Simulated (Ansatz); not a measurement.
Molecule: NaCl, net charge -1, doublet state. SMILES of the parent species: [Na][Cl]
Geometry from a B3LYP-D3(BJ)/def2-TZVP (Ansatz, a quantum-chemistry and plane-wave program) optimisation:
```xyz
2

Na     0.0000     0.0000    -1.5223
Cl     0.0000     0.0000     0.9850
```
Charge -1, spin multiplicity 2.

Parts of the frozen-core correlation energy in def2-SVP (Ansatz, hartree). Frozen orbitals: 10; correlated occupied orbitals by spin: 5 and 4; virtual: 18 and 19. UHF or UKS for open shells. No spin-orbit coupling. No relativistic terms.

```
term                            value
-------------------------  ----------
reference (HF)             -621.23489
MP2 opposite-spin            -0.10011
MP2 same-spin                     ___
CCSD correlation                  ___
(T)                               ___
CCSDT minus CCSD(T)          -0.00023
CCSDT(Q) minus CCSD(T)       -0.00046
T1 diagnostic                   0.009
largest doubles amplitude       0.038
<S^2> of the reference          0.750
```

Question: What belongs in the gaps?

Answer: 
- MP2 same-spin, value: -0.03698
- CCSD correlation, value: -0.14956
- (T), value: -0.00195
